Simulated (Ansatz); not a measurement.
A nudged elastic band was laid between two geometries of BClFH + H (5 atoms, charge 0, multiplicity 2).

Method: Ansatz 0.2.0, UHF/6-31G*.

```json
{
  "movable images": "5",
  "climbing image": "yes",
  "spring": "5.0 eV/Å²",
  "optimiser": "quadratic models (default)",
  "start path": "through a guess of the saddle point",
  "force threshold": "0.03 eV/Å",
  "iteration limit": "60",
  "end points": "relaxed"
}
```

Image 0:

```xyz
5
Properties=species:S:1:pos:R:3
B 0.002 0.000 -0.358
Cl -0.010 0.000 1.397
H 1.021 0.000 -0.949
F -1.135 0.000 -0.994
H 0.009 0.000 5.538
```

Image 6:

```xyz
5
Properties=species:S:1:pos:R:3
B -0.045 0.000 -0.676
Cl -0.014 0.000 3.314
H 1.034 0.000 -1.189
F -1.130 0.000 -1.394
H 0.043 0.000 4.579
```

Question: What changes between the two ends?

Answer: Bonds broken: B1–Cl2. Bonds formed: Cl2–H5. BClFH + H becomes BFH + ClH.

Question: Give the energies along the band, and the barrier.

Answer: It converged. The highest image is number 3 of 0 to 6, 211.1 kJ/mol above the first end and 104.1 kJ/mol above the last; the last end lies 107.0 kJ/mol above the first. Neighbouring images differ by up to 2.1 eV, so the band resolves the path poorly. A vibrational analysis at the climbing image gives one clearly imaginary mode, 1270i cm⁻¹: a first-order saddle point.

```tsv
image	path coordinate (Å)	energy (kJ/mol)	B1–Cl2 (Å)	Cl2–H5 (Å)
0	0.00	0.0	1.76	4.14
1	0.74	0.8	1.75	3.32
2	1.47	12.8	1.75	2.50
3	2.21	211.1	2.21	1.47
4	2.84	128.7	2.87	1.27
5	3.48	109.5	3.44	1.27
6	4.11	107.0	3.99	1.27
```

Question: What is the geometry of the highest image?

Answer: 
```xyz
5
Properties=species:S:1:pos:R:3:forces:R:3
B 0.012 0.000 -0.014 -0.01 0.00 -0.02
Cl 0.003 0.000 2.194 0.03 0.00 0.02
H 1.038 0.000 -0.608 0.00 0.00 0.01
F -1.141 0.000 -0.599 -0.01 0.00 -0.01
H -0.024 0.000 3.662 -0.01 0.00 0.00
```

Run time: 24 s on 1 thread of Intel(R) Xeon(R) 6975P-C (Granite Rapids), on a shared host, peak memory 0.12 GiB.
